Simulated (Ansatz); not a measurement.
**CH5S+ (SMILES C[SH2+]): single points off equilibrium**

The atoms stand at a frame of a short trajectory. How far do the functionals agree with CCSD(T) there?

Program: Ansatz 0.2.0, Gaussian basis. Level of theory: single points in def2-TZVPP. These are calculated values, not measurements.

Correlated methods freeze the cores.

## Step 1: The starting structure

SMILES `C[SH2+]`, 7 atoms, charge 1, spin multiplicity 1.

Atoms are counted from 1 here; the program's logs count them from 0.

Bond lengths: C1–S2 1.826 Å, C1–H3 1.119 Å, C1–H4 1.104 Å, C1–H5 1.107 Å, S2–H6 1.395 Å, S2–H7 1.344 Å. Angles: S2–C1–H3 102.4°, S2–C1–H4 106.8°, S2–C1–H5 111.2°, H3–C1–H4 110.1°, H3–C1–H5 112.0°, H4–C1–H5 113.6°, C1–S2–H6 101.2°, C1–S2–H7 102.2°, H6–S2–H7 93.6°.

Coordinates:

```xyz
7
charge 1, multiplicity 1
C    -0.4798   -0.4243   -0.3593
S     0.6007    0.1932    0.9765
H    -1.4927   -0.3871    0.1136
H    -0.1876   -1.4721   -0.5475
H    -0.4177    0.2220   -1.2562
H     0.2601    1.5462    0.9953
H     1.7590    0.4064    0.3301
```

## Step 2: PBE-D4/def2-TZVPP

Input file run/in.yaml:

```yaml
crystal:
  periodic: [false, false, false]
  atoms:
    - {symbol: C, position_ang: [-0.479800, -0.424294, -0.359265]}
    - {symbol: S, position_ang: [0.600689, 0.193214, 0.976493]}
    - {symbol: H, position_ang: [-1.492744, -0.387072, 0.113615]}
    - {symbol: H, position_ang: [-0.187635, -1.472143, -0.547486]}
    - {symbol: H, position_ang: [-0.417674, 0.222030, -1.256209]}
    - {symbol: H, position_ang: [0.260121, 1.546215, 0.995297]}
    - {symbol: H, position_ang: [1.759046, 0.406389, 0.330097]}
basis:
  gaussian: {orbitals: def2-TZVPP}
total_charge: 1
hamiltonian: {xc: pbe, dispersion: d4}
output: {forces: true}
```

On the command line:

```bash
$ ansatz run in.yaml --threads 2 --pin off --events-out ev --progress --plain --max-ram 3481MiB
```

## Step 3: r2SCAN-D4/def2-TZVPP

run/in.yaml: that of step 2 with these lines changed.

```diff
@@ -13,3 +13,3 @@
 total_charge: 1
-hamiltonian: {xc: pbe, dispersion: d4}
+hamiltonian: {xc: r2scan, dispersion: d4}
 output: {forces: true}
```

## Step 4: PBE0-D4/def2-TZVPP

run/in.yaml: that of step 3 with these lines changed.

```diff
@@ -13,3 +13,3 @@
 total_charge: 1
-hamiltonian: {xc: r2scan, dispersion: d4}
-output: {forces: true}
+hamiltonian: {xc: pbe0, dispersion: d4}
+output: {forces: true, orbitals: {seedname: orbitals}}
```

## Step 5: wB97M-V/def2-TZVPP

run/in.yaml: that of step 4 with these lines changed.

```diff
@@ -13,3 +13,3 @@
 total_charge: 1
-hamiltonian: {xc: pbe0, dispersion: d4}
-output: {forces: true, orbitals: {seedname: orbitals}}
+hamiltonian: {xc: {name: wB97M-V}}
+output: {forces: true}
```

## Step 6: CCSD(T)/def2-TZVPP

run/in.yaml: that of step 5 with these lines changed.

```diff
@@ -13,3 +13,3 @@
 total_charge: 1
-hamiltonian: {xc: {name: wB97M-V}}
+correlation: {method: ccsd_t}
 output: {forces: true}
```

(Steps that only read results are left out.)

Before running it: what results should come out? Wanted: energy less free atoms, CCSD(T)/def2-TZVPP; RMS force component; RMS force error; HOMO and LUMO, PBE0-D4; T1 diagnostic.

**Answer**, as computed:

| quantity | value |
| --- | --- |
| energy less free atoms, CCSD(T)/def2-TZVPP | -14.764 eV |
| RMS force component | 0.339 to 0.464 eV/Å over the methods |
| RMS force error | PBE-D4 0.224, r2SCAN-D4 0.092, PBE0-D4 0.115, wB97M-V 0.053 eV/Å |
| HOMO and LUMO, PBE0-D4 | -16.20 and -6.37 eV |
| T1 diagnostic | 0.010 |

What this shows: Against CCSD(T) the functionals' energies less atoms differ by -0.754 to -0.467 eV, PBE-D4 by -0.754 eV. CCSD(T) in triple zeta still lacks some correlation energy of the bonds, so part of these gaps is its own basis error and they don't rank the functionals. The forces of wB97M-V come nearest to CCSD(T), those of PBE-D4 are farthest. Frozen-core CCSD(T) forces in triple zeta carry basis errors of their own, and this is one geometry, so small gaps rank nothing.
